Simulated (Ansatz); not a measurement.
ClHSSi, SMILES `S[Si]Cl`, relaxed with RKS PBE-D4/def2-SVP in the Gaussian-basis code of Ansatz from a rough embedded geometry. The force threshold is 0.03 eV/Å; the program also tests the step.

The species carries charge 0 and has multiplicity 1.

Start:

```xyz
4

S     0.214    0.057   -1.138
Si   -0.225   -0.322    0.882
Cl   -0.013    1.422    1.871
H     0.024   -1.157   -1.615
```

Task: How much energy does the relaxation release, and in how many steps? (Estimate.)

Result: The calculation gave: 0.26 eV, in 4 steps.

Task: Which bonds change most? (Estimate.)

Result: Ansatz gave: Si2–Cl3 from 2.017 to 2.116 Å; S1–Si2 from 2.101 to 2.171 Å; S1–H4 from 1.318 to 1.366 Å.

Task: Give the relaxed structure. (Estimate.)

Result: The calculation gave: 
```xyz
4

S     0.225    0.126   -1.120
Si   -0.260   -0.446    0.917
Cl    0.009    1.460    1.797
H     0.026   -1.140   -1.594
```
